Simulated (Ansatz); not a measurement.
# BH₃S + NH₃: a complex and its separated parts, part 2 of 2

Ansatz 0.2.0, Gaussian basis. Earlier steps stand in the parts before.

### Step 13. CAM-B3LYP-D4/def2-TZVPP

The inputs:

parta/in.yaml

```yaml
crystal:
  periodic: [false, false, false]
  atoms:
    - {symbol: B, position_ang: [-0.495117, 0.160794, -0.844263]}
    - {symbol: S, position_ang: [1.156731, 0.467189, -1.384311]}
    - {symbol: H, position_ang: [-0.924671, -0.925414, -1.080242]}
    - {symbol: H, position_ang: [-1.129207, 0.995754, -0.280720]}
    - {symbol: H, position_ang: [1.289958, 1.736629, -0.962364]}
basis:
  gaussian: {orbitals: def2-TZVPP}
hamiltonian: {xc: {name: CAM-B3LYP}, dispersion: d4}
```

partb/in.yaml

```yaml
crystal:
  periodic: [false, false, false]
  atoms:
    - {symbol: H, position_ang: [0.616963, -1.266150, 0.804796]}
    - {symbol: N, position_ang: [-0.049682, -0.508426, 0.885835]}
    - {symbol: H, position_ang: [-0.845006, -0.865908, 1.400436]}
    - {symbol: H, position_ang: [0.380033, 0.205531, 1.460931]}
basis:
  gaussian: {orbitals: def2-TZVPP}
hamiltonian: {xc: {name: CAM-B3LYP}, dispersion: d4}
```

One command serves all of them, each in its own folder.

The run is started by

```console
> ansatz run in.yaml --threads 2 --pin off --events-out ev --progress --plain --max-ram 4352MiB
```

Output in parta (excerpt; [...] marks lines left out):

```text
Functional definition: CAM-B3LYP
  name "CAM-B3LYP"
  cite "Yanai, Tew & Handy, Chem. Phys. Lett. 393, 51 (2004) doi:10.1016/j.cplett.2004.06.011"
  cite "Iikura, Tsuneda, Yanai & Hirao, J. Chem. Phys. 115, 3540 (2001) doi:10.1063/1.1383587"
  cite "Becke, Phys. Rev. A 38, 3098 (1988) doi:10.1103/PhysRevA.38.3098"
  cite "Lee, Yang & Parr, Phys. Rev. B 37, 785 (1988) doi:10.1103/PhysRevB.37.785"
[...]
  # Exact exchange under (alpha + beta erf(omega r))/r, Becke's under what is left of 1/r.
[...]
642 factors; their error is unknown
159 factors; integrals over basis functions are off by at most 1.7e-5 eV
[...]
mean field -11561.17375774 eV, -424.8652991520 hartree, gradient 2.4e-5 eV, S^2 0.000000; 0 other end points of the search recorded, 0 dependent functions left out
reference -11561.17385919 eV, -424.8653028801 hartree; 12, 12 occupied and 103, 103 virtual orbitals, 642 factors
Total energy: -11561.22103777 eV, -424.8670366610 hartree
```

Log of partb (excerpt; [...] marks lines left out):

```text
[... 6 set-up lines as earlier in the session ...]
[...]
  # Exact exchange under (alpha + beta erf(omega r))/r, Becke's under what is left of 1/r.
[...]
332 factors; their error is unknown
102 factors; integrals over basis functions are off by at most 1.1e-5 eV
[...]
mean field -1539.00934892 eV, -56.5575503949 hartree, gradient 6.4e-5 eV, S^2 0.000000; 0 other end points of the search recorded, 0 dependent functions left out
reference -1539.00941702 eV, -56.5575528974 hartree; 5, 5 occupied and 68, 68 virtual orbitals, 332 factors
Total energy: -1539.01814121 eV, -56.5578735056 hartree
```

They took 0.95 s (parta), 0.35 s (partb) on 2 threads of Arm Neoverse V1, shared host.

### Step 14. wB97X-V/def2-TZVPP

Each input of step 13 (parta, partb) changes in the same lines:

```diff
-hamiltonian: {xc: {name: CAM-B3LYP}, dispersion: d4}
+hamiltonian: {xc: {name: wB97X-V}}
```

One command serves all of them, each in its own folder.

The run is started by

```console
> ansatz run in.yaml --threads 2 --pin off --events-out ev --progress --plain --max-ram 4352MiB
```

Output in parta (excerpt; [...] marks lines left out):

```text
Functional definition: wB97X-V
  name "wB97X-V"
  cite "Mardirossian & Head-Gordon, Phys. Chem. Chem. Phys. 16, 9904 (2014) doi:10.1039/C3CP54374A"
[... 2 set-up lines as earlier in the session ...]
[...]
      + integral(e_c_pw_opposite_spin*poly(b97_u_opposite, cos0, cos1)) + vv10(b, c)
637 factors; their error is unknown
154 factors; integrals over basis functions are off by at most 1.4e-5 eV
[...]
mean field -11559.59513685 eV, -424.8072859041 hartree, gradient 4.4e-5 eV, S^2 0.000000; 0 other end points of the search recorded, 0 dependent functions left out
reference -11559.59513516 eV, -424.8072858420 hartree; 12, 12 occupied and 103, 103 virtual orbitals, 637 factors
Total energy: -11559.59513516 eV, -424.8072858420 hartree
```

partb printed (excerpt; [...] marks lines left out):

```text
[... 5 set-up lines as earlier in the session ...]
[...]
      + integral(e_c_pw_opposite_spin*poly(b97_u_opposite, cos0, cos1)) + vv10(b, c)
332 factors; their error is unknown
93 factors; integrals over basis functions are off by at most 7.0e-6 eV
[...]
mean field -1539.14323163 eV, -56.5624704938 hartree, gradient 1.3e-5 eV, S^2 0.000000; 0 other end points of the search recorded, 0 dependent functions left out
reference -1539.14323053 eV, -56.5624704534 hartree; 5, 5 occupied and 68, 68 virtual orbitals, 332 factors
Total energy: -1539.14323053 eV, -56.5624704534 hartree
```

Times: 2.7 s (parta), 0.85 s (partb) on 2 threads of Arm Neoverse V1, shared host.

### Step 15. wB97M-V/def2-TZVPP

The same edit goes into each in.yaml of step 14 (parta, partb):

```diff
-hamiltonian: {xc: {name: wB97X-V}}
+hamiltonian: {xc: {name: wB97M-V}}
```

Each run has its own folder and the same command.

The run is started by

```console
> ansatz run in.yaml --threads 2 --pin off --events-out ev --progress --plain --max-ram 4352MiB
```

Log of parta (excerpt; [...] marks lines left out):

```text
Functional definition: wB97M-V
  name "wB97M-V"
  cite "Mardirossian & Head-Gordon, J. Chem. Phys. 144, 214110 (2016) doi:10.1063/1.4952647"
[... 2 set-up lines as earlier in the session ...]
  # Of w^i u^j: cxij and so on, Table III.
[...]
  gx(w, u) = 1 - cx + cx01*u + cx10*w
[...]
      + integral(e_c_pw_mod_opposite_spin*gos(b97_w_opposite, b97_u_opposite)) + vv10(b, c)
637 factors; their error is unknown
154 factors; integrals over basis functions are off by at most 1.4e-5 eV
[...]
mean field -11560.18011999 eV, -424.8287836381 hartree, gradient 8.2e-5 eV, S^2 0.000000; 0 other end points of the search recorded, 0 dependent functions left out
reference -11560.18016138 eV, -424.8287851593 hartree; 12, 12 occupied and 103, 103 virtual orbitals, 637 factors
Total energy: -11560.18016138 eV, -424.8287851593 hartree
```

Log of partb (excerpt; [...] marks lines left out):

```text
[... 5 set-up lines as earlier in the session ...]
  # Of w^i u^j: cxij and so on, Table III.
[...]
  gx(w, u) = 1 - cx + cx01*u + cx10*w
[...]
      + integral(e_c_pw_mod_opposite_spin*gos(b97_w_opposite, b97_u_opposite)) + vv10(b, c)
332 factors; their error is unknown
93 factors; integrals over basis functions are off by at most 7.0e-6 eV
[...]
mean field -1538.84211221 eV, -56.5514045592 hartree, gradient 5.5e-5 eV, S^2 0.000000; 0 other end points of the search recorded, 0 dependent functions left out
reference -1538.84213908 eV, -56.5514055467 hartree; 5, 5 occupied and 68, 68 virtual orbitals, 332 factors
Total energy: -1538.84213908 eV, -56.5514055467 hartree
```

Wall times: 2.9 s (parta), 0.85 s (partb) on 2 threads of Arm Neoverse V1, shared host.

### Step 16. B2PLYP/def2-TZVPP

Each input of step 15 (parta, partb) changes in the same lines:

```diff
-hamiltonian: {xc: {name: wB97M-V}}
+hamiltonian: {xc: {name: B2PLYP}}
```

Each run has its own folder and the same command.

The run is started by

```console
> ansatz run in.yaml --threads 2 --pin off --events-out ev --progress --plain --max-ram 4352MiB
```

Log of parta (excerpt; [...] marks lines left out):

```text
Functional definition: B2PLYP
  name "B2PLYP"
  cite "Grimme, J. Chem. Phys. 124, 034108 (2006) doi:10.1063/1.2148954"
[... 2 set-up lines as earlier in the session ...]
[...]
656 factors; integrals over basis functions are off by at most 9.0e-4 eV
[...]
mean field -11554.57029890 eV, -424.6226265157 hartree, gradient 9.5e-6 eV, S^2 0.000000; 0 other end points of the search recorded, 0 dependent functions left out
6 core orbitals not correlated: weight in the atoms' cores, before any rotation towards them, 1.000 or more for the frozen orbitals, at most 0.000 for the correlated occupied ones
reference -11554.57043058 eV, -424.6226313547 hartree; 6, 6 occupied and 103, 103 virtual orbitals, 656 factors
second order -9.60250096 eV of doubles, -0.00000000 eV of singles
Total energy: -11557.16310584 eV, -424.7179104131 hartree
```

Output in partb (excerpt; [...] marks lines left out):

```text
[... 5 set-up lines as earlier in the session ...]
[...]
416 factors; integrals over basis functions are off by at most 1.3e-3 eV
[...]
mean field -1536.38020736 eV, -56.4609312247 hartree, gradient 9.8e-6 eV, S^2 0.000000; 0 other end points of the search recorded, 0 dependent functions left out
1 core orbitals not correlated: weight in the atoms' cores, before any rotation towards them, 1.000 or more for the frozen orbitals, at most 0.000 for the correlated occupied ones
reference -1536.38029760 eV, -56.4609345409 hartree; 4, 4 occupied and 68, 68 virtual orbitals, 416 factors
second order -7.62074334 eV of doubles, -0.00000000 eV of singles
Total energy: -1538.43789830 eV, -56.5365499720 hartree
```

Times: 1.3 s (parta), 0.45 s (partb) on 2 threads of Arm Neoverse V1, shared host.

### Step 17. PBE-QIDH/def2-TZVPP

Each input of step 16 (parta, partb) changes in the same lines:

```diff
-hamiltonian: {xc: {name: B2PLYP}}
+hamiltonian: {xc: {name: PBE-QIDH}}
```

Each run has its own folder and the same command.

The run is started by

```console
> ansatz run in.yaml --threads 2 --pin off --events-out ev --progress --plain --max-ram 4352MiB
```

Output in parta (excerpt; [...] marks lines left out):

```text
Functional definition: PBE-QIDH
  name "PBE-QIDH"
  cite "Brémond, Sancho-García, Pérez-Jiménez & Adamo, J. Chem. Phys. 141, 031101 (2014) doi:10.1063/1.4890314"
[... 1 set-up line as earlier in the session ...]
[...]
656 factors; integrals over basis functions are off by at most 9.0e-4 eV
[...]
mean field -11551.13034792 eV, -424.4962106489 hartree, gradient 3.0e-6 eV, S^2 0.000000; 0 other end points of the search recorded, 0 dependent functions left out
6 core orbitals not correlated: weight in the atoms' cores, before any rotation towards them, 1.000 or more for the frozen orbitals, at most 0.000 for the correlated occupied ones
reference -11551.13035823 eV, -424.4962110275 hartree; 6, 6 occupied and 103, 103 virtual orbitals, 656 factors
second order -8.88312142 eV of doubles, -0.00000000 eV of singles
Total energy: -11554.09139870 eV, -424.6050272578 hartree
```

partb printed (excerpt; [...] marks lines left out):

```text
[... 4 set-up lines as earlier in the session ...]
[...]
416 factors; integrals over basis functions are off by at most 1.3e-3 eV
[...]
mean field -1535.33284216 eV, -56.4224412635 hartree, gradient 2.2e-6 eV, S^2 0.000000; 0 other end points of the search recorded, 0 dependent functions left out
1 core orbitals not correlated: weight in the atoms' cores, before any rotation towards them, 1.000 or more for the frozen orbitals, at most 0.000 for the correlated occupied ones
reference -1535.33284893 eV, -56.4224415121 hartree; 4, 4 occupied and 68, 68 virtual orbitals, 416 factors
second order -7.10206673 eV of doubles, -0.00000000 eV of singles
Total energy: -1537.70020451 eV, -56.5094402250 hartree
```

They took 1.3 s (parta), 0.45 s (partb) on 2 threads of Arm Neoverse V1, shared host.

### Step 18. RPA on PBE/def2-TZVPP

Each input of step 17 (parta, partb) changes in the same lines:

```diff
-hamiltonian: {xc: {name: PBE-QIDH}}
+hamiltonian: {xc: pbe}
+correlation: {method: rpa}
```

The same command starts each run, in its folder.

The run is started by

```console
> ansatz run in.yaml --threads 2 --pin off --events-out ev --progress --plain --max-ram 4352MiB
```

parta printed (excerpt; [...] marks lines left out):

```text
[... 4 set-up lines as earlier in the session ...]
[...]
656 factors; integrals over basis functions are off by at most 9.0e-4 eV
[...]
mean field -11555.37666946 eV, -424.6522600870 hartree, gradient 2.7e-6 eV, S^2 0.000000; 0 other end points of the search recorded, 0 dependent functions left out
6 core orbitals not correlated: weight in the atoms' cores, before any rotation towards them, 1.000 or more for the frozen orbitals, at most 0.000 for the correlated occupied ones
reference -11536.87536836 eV, -423.9723498123 hartree; 6, 6 occupied and 103, 103 virtual orbitals, 656 factors
Total energy: -11551.16825178 eV, -424.4976035898 hartree
```

partb printed (excerpt; [...] marks lines left out):

```text
[... 4 set-up lines as earlier in the session ...]
[...]
416 factors; integrals over basis functions are off by at most 1.3e-3 eV
[...]
mean field -1537.73141130 eV, -56.5105870534 hartree, gradient 3.8e-6 eV, S^2 0.000000; 0 other end points of the search recorded, 0 dependent functions left out
1 core orbitals not correlated: weight in the atoms' cores, before any rotation towards them, 1.000 or more for the frozen orbitals, at most 0.000 for the correlated occupied ones
reference -1529.64087549 eV, -56.2132653466 hartree; 4, 4 occupied and 68, 68 virtual orbitals, 416 factors
Total energy: -1540.11744386 eV, -56.5982721326 hartree
```

They took 1.2 s (parta), 0.5 s (partb) on 2 threads of Arm Neoverse V1, shared host.

### Step 19. CCSD(T)/def2-TZVPP

The same edit goes into each in.yaml of step 18 (parta, partb):

```diff
-hamiltonian: {xc: pbe}
-correlation: {method: rpa}
+correlation: {method: ccsd_t}
```

One command serves all of them, each in its own folder.

The run is started by

```console
> ansatz run in.yaml --threads 2 --pin off --events-out ev --progress --plain --max-ram 4352MiB
```

parta printed (excerpt; [...] marks lines left out):

```text
Functional definition: HF
  name "HF"
  cite "Fock, Z. Phys. 61, 126 (1930) doi:10.1007/BF01340294"
[... 1 set-up line as earlier in the session ...]
[...]
656 factors; integrals over basis functions are off by at most 9.0e-4 eV
[...]
mean field -11537.52135857 eV, -423.9960895145 hartree, gradient 6.9e-6 eV, S^2 0.000000; 0 other end points of the search recorded, 0 dependent functions left out
6 core orbitals not correlated: weight in the atoms' cores, before any rotation towards them, 1.000 or more for the frozen orbitals, at most 0.000 for the correlated occupied ones
reference -11537.52135857 eV, -423.9960895145 hartree; 6, 6 occupied and 103, 103 virtual orbitals, 656 factors
second order -7.78995055 eV of doubles, -0.00000000 eV of singles
cycle   1  -8.42099270 eV  change   -6.3e-1 eV  update   6.7e-2
[...]
cycle   9  -8.70433210 eV  change    6.0e-6 eV  update   8.0e-6
perturbative correction -0.35932371 eV, -0.0132049026 hartree
Total energy: -11546.58501438 eV, -424.3291727219 hartree
```

Output in partb (excerpt; [...] marks lines left out):

```text
[... 4 set-up lines as earlier in the session ...]
[...]
416 factors; integrals over basis functions are off by at most 1.3e-3 eV
[...]
mean field -1529.85267521 eV, -56.2210488425 hartree, gradient 4.0e-6 eV, S^2 0.000000; 0 other end points of the search recorded, 0 dependent functions left out
1 core orbitals not correlated: weight in the atoms' cores, before any rotation towards them, 1.000 or more for the frozen orbitals, at most 0.000 for the correlated occupied ones
reference -1529.85267521 eV, -56.2210488425 hartree; 4, 4 occupied and 68, 68 virtual orbitals, 416 factors
second order -6.38811822 eV of doubles, -0.00000000 eV of singles
cycle   1  -6.57720269 eV  change   -1.9e-1 eV  update   3.9e-2
[...]
cycle   9  -6.72905922 eV  change    3.4e-6 eV  update   2.3e-6
perturbative correction -0.20699226 eV, -0.0076068253 hartree
Total energy: -1536.78872669 eV, -56.4759440330 hartree
```

Times: 2.9 s (parta), 0.5 s (partb) on 2 threads of Arm Neoverse V1, shared host.

### Step 20. Vibrations of BH₃S

Input file vib-parta/in.yaml:

```yaml
crystal:
  periodic: [false, false, false]
  atoms:
    - {symbol: B, position_ang: [-0.495117, 0.160794, -0.844263]}
    - {symbol: S, position_ang: [1.156731, 0.467189, -1.384311]}
    - {symbol: H, position_ang: [-0.924671, -0.925414, -1.080242]}
    - {symbol: H, position_ang: [-1.129207, 0.995754, -0.280720]}
    - {symbol: H, position_ang: [1.289958, 1.736629, -0.962364]}
basis:
  gaussian: {orbitals: def2-TZVP}
hamiltonian: {xc: pbe0, dispersion: d4}
phonons: {temperatures: {t_min: 298.15, t_max: 900, t_step: 200}}
```

The run is started by

```console
> ansatz run in.yaml --threads 2 --pin off --events-out ev --progress --plain --max-ram 4352MiB
```

Output (excerpt; [...] marks lines left out):

```text
[... 5 set-up lines as earlier in the session ...]
[...]
572 factors; their error is unknown
[...]
mean field -11556.50499407 eV, -424.6937252515 hartree, gradient 4.8e-5 eV, S^2 0.000000; 0 other end points of the search recorded, 0 dependent functions left out
[...]
Atom 2 at    -0.924671    -0.925414    -1.080242 Å, force    -0.000567     0.000482     0.000400 eV/Å
Atom 3 at    -1.129207     0.995754    -0.280720 Å, force    -0.000008    -0.000598    -0.000215 eV/Å
Atom 4 at     1.289958     1.736629    -0.962364 Å, force    -0.000182    -0.000462    -0.000109 eV/Å
Dipole moment:     0.040570     0.182340     0.052113 e Å
Vibrations: 661.31 667.40 830.96 943.44 965.96 1197.04 2612.08 2697.23 2720.07 cm⁻¹, zero-point energy 0.824216 eV
```

Run time: 16 s. Hardware: 2 threads of Arm Neoverse V1, shared host.

Wavenumbers and character of the modes:

```
mode  wavenumber (cm⁻¹)                       character
   1                661                         torsion
   2                667                            bend
   3                831                     B–S stretch
   4                943  out-of-plane bend with torsion
   5                966                            bend
   6               1197                            bend
   7               2612                     B–H stretch
   8               2697                     S–H stretch
   9               2720                     B–H stretch
```

Vibrational sums (real modes only):

```
T (K)  entropy (J/mol/K)  heat capacity (J/mol/K)
  298                4.8                     14.5
  498               16.4                     30.7
  698               28.6                     41.2
  898               39.9                     48.7
```

### Step 21. Vibrations of NH₃

Input file vib-partb/in.yaml:

```yaml
crystal:
  periodic: [false, false, false]
  atoms:
    - {symbol: H, position_ang: [0.616963, -1.266150, 0.804796]}
    - {symbol: N, position_ang: [-0.049682, -0.508426, 0.885835]}
    - {symbol: H, position_ang: [-0.845006, -0.865908, 1.400436]}
    - {symbol: H, position_ang: [0.380033, 0.205531, 1.460931]}
basis:
  gaussian: {orbitals: def2-TZVP}
hamiltonian: {xc: pbe0, dispersion: d4}
phonons: {temperatures: {t_min: 298.15, t_max: 900, t_step: 200}}
```

The run is started by

```console
> ansatz run in.yaml --threads 2 --pin off --events-out ev --progress --plain --max-ram 4352MiB
```

Output (excerpt; [...] marks lines left out):

```text
[... 5 set-up lines as earlier in the session ...]
[...]
287 factors; their error is unknown
[...]
mean field -1537.79931163 eV, -56.5130823448 hartree, gradient 1.4e-5 eV, S^2 0.000000; 0 other end points of the search recorded, 0 dependent functions left out
[...]
Atom 1 at    -0.049682    -0.508426     0.885835 Å, force    -0.001990     0.001396    -0.004143 eV/Å
Atom 2 at    -0.845006    -0.865908     1.400436 Å, force    -0.001728    -0.000963     0.001666 eV/Å
Atom 3 at     0.380033     0.205531     1.460931 Å, force     0.001567     0.001561     0.002064 eV/Å
Dipole moment:     0.094198    -0.125538     0.315586 e Å
Vibrations: 1029.92 1669.36 1669.43 3503.12 3632.30 3632.41 cm⁻¹, zero-point energy 0.938346 eV
```

It took 4.1 s on 2 threads of Arm Neoverse V1, shared host.

Wavenumbers and character of the modes:

```
mode  wavenumber (cm⁻¹)    character
   1               1030         bend
   2               1669         bend
   3               1669         bend
   4               3503  N–H stretch
   5               3632  N–H stretch
   6               3632  N–H stretch
```

Vibrational sums (real modes only):

| T (K) | entropy (J/mol/K) | heat capacity (J/mol/K) |
| --- | --- | --- |
| 298 | 0.4 | 1.8 |
| 498 | 2.6 | 7.4 |
| 698 | 6.0 | 13.4 |
| 898 | 10.1 | 18.8 |

### Step 22. Complex less separated parts

The complex's own energies come from single points at the same levels.

Rows are in def2-TZVPP; times add the 3 runs of a level on a shared host, so small differences are noise.

Differences are taken before rounding.

```csv
method,rung,complex less parts (kcal/mol),from CCSD(T) (kcal/mol),time
SPW92,LDA,-31.5,-11.3,1.8 s
PBE-D4,GGA,-22.7,-2.4,3 s
BLYP-D4,GGA,-17.9,+2.4,3.1 s
r2SCAN-D4,meta-GGA,-21.8,-1.5,6.4 s
B97M-V,meta-GGA,-19.7,+0.6,13 s
PBE0-D4,hybrid,-23.5,-3.2,3.8 s
B3LYP-D4,hybrid,-19.1,+1.1,3.9 s
r2SCAN0-D4,hybrid,-22.8,-2.5,7.4 s
BHLYP-D4,hybrid,-19.8,+0.4,3.5 s
CAM-B3LYP-D4,range-separated hybrid,-20.7,-0.4,4.4 s
wB97X-V,range-separated hybrid,-21.3,-1.0,12 s
wB97M-V,range-separated hybrid,-21.2,-0.9,12 s
B2PLYP,double hybrid,-18.3,+1.9,6.4 s
PBE-QIDH,double hybrid,-23.1,-2.8,6.5 s
RPA on PBE,RPA,-17.7,+2.5,5.9 s
Hartree-Fock,wavefunction,-12.1,+8.1,
MP2,wavefunction,-21.8,-1.6,
CCSD,wavefunction,-19.4,+0.9,
CCSD(T),wavefunction,-20.3,0,45 s
```

Among the levels timed on like hardware and quicker than the yardstick, those that no quicker one beats, quickest first: SPW92 (1.8 s, -11.3 kcal/mol); PBE-D4 (3 s, -2.4 kcal/mol); BHLYP-D4 (3.5 s, +0.4 kcal/mol).

BHLYP-D4 reaches 0.4 kcal/mol from the reference in 3.5 s, where CCSD(T) took 45 s; the quickest level in the cost chart, SPW92, takes 1.8 s and misses by 11.3 kcal/mol.

The complex's zero-point energy, from a separate PBE0-D4 run, is 1.958 eV.

### Step 23. Summary of results

The summary covers parts 1 to 2.

| quantity | value |
| --- | --- |
| complex less parts, CCSD(T)/def2-TZVPP | -20.3 kcal/mol |
| with zero-point energy | -15.7 kcal/mol |
| largest T1 diagnostic | 0.015 |

**Reading.** At CCSD(T) the complex lies 20.3 kcal/mol below its parts. Among the functionals BHLYP-D4 lands nearest to CCSD(T) (+0.4 kcal/mol) and SPW92 farthest (-11.3 kcal/mol). CAM-B3LYP-D4 is as near within the digits shown. By rung, the mean size of the error is: LDA 11.3, GGA 2.4, meta-GGA 1.0, hybrid 1.8, range-separated hybrid 0.8, double hybrid 2.4 kcal/mol. PBE-D4 gives a relative energy 2.4 kcal/mol too low, outside chemical accuracy (1 kcal/mol). No counterpoise was applied, and triple zeta lacks some correlation, so the CCSD(T) reference has a basis error of its own, and close matches with it are partly luck.
